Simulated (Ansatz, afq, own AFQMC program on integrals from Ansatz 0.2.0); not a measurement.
**Ga, doublet → Ga⁻, singlet**

A free Ga atom.

E(singlet, charge -1) − E(doublet, charge +0) at this geometry, on UHF and RHF determinants.

Basis aug-cc-pVDZ. Only valence electrons are correlated. Integrals, coupled cluster, full CI and functionals: Ansatz 0.2.0; the random walks run on the same integrals in our own AFQMC program. ph-AFQMC/CISD is guided by a CISD state made of CCSD amplitudes; releasing the constraint for a short imaginary time cuts its bias at the price of noise, slowly where states lie close. Uncertainties: one standard error, sampling alone. No spin–orbit coupling. The errors of all members are added in quadrature.

Full CI on the same integrals is exact in this basis and with this determinant's frozen core.

Errors are counted within aug-cc-pVDZ, not against nature.

Cautions: inner d shell frozen; no relativity below Rb; no spin-orbit coupling; Ga⁻ (singlet): another spin lies lower, at this level and basis the anion state lies above a neutral one, restricted determinant unstable towards unrestricted (UHF 696 meV lower, ⟨S²⟩ 1.03), the released energies are still falling, so no released level is given (meV from the phaseless value at times in 1/Eh: -1.5 ± 2.1 at 0.24, -2.3 ± 1.7 at 0.51, -4.9 ± 1.7 at 0.99, -7.4 ± 1.5 at 1.62, -8.6 ± 1.4 at 2.40), the ph-AFQMC/CISD walk drifts between its halves (2.7 errors), the determinant fills the p orbitals unequally in pairs, so it mixes two states of the atom (¹D and ¹S), and each level undoes that mixture to a different degree, while full CI gives the lower state, CCSDT(Q) on the UHF determinant differs (428 meV lower), perhaps since the unrestricted series falls towards higher spin, its ph-AFQMC/CISD value lies 77.0 ± 2.3 meV above full CI; at this level and basis the anion state lies above a neutral one.

| level | vertical energy of electron attachment (kJ/mol) |
| --- | --- |
| HF | 92.3 |
| MP2 | 40.8 |

(1) From these cheaper values, estimate the vertical energy of electron attachment at the reference level in aug-cc-pVDZ.

(1) 11.6 kJ/mol (full CI in aug-cc-pVDZ).

```csv
level,vertical energy of electron attachment (kJ/mol),error against FCI (kJ/mol)
CCSD,23.5,11.8
CCSD(T),18.2,6.6
ph-AFQMC/HF,21.7 ± 2.1,10.1 ± 2.1
ph-AFQMC/CISD,18.8 ± 0.2,7.2 ± 0.2
```

Correlation beyond CCSD(T) takes off 6.6 kJ/mol. The perturbative (T) step is worth −5.3 kJ/mol. Where a determinant mixes two states, these steps and errors hold in part the undoing of that mixture, and only full CI is sure.
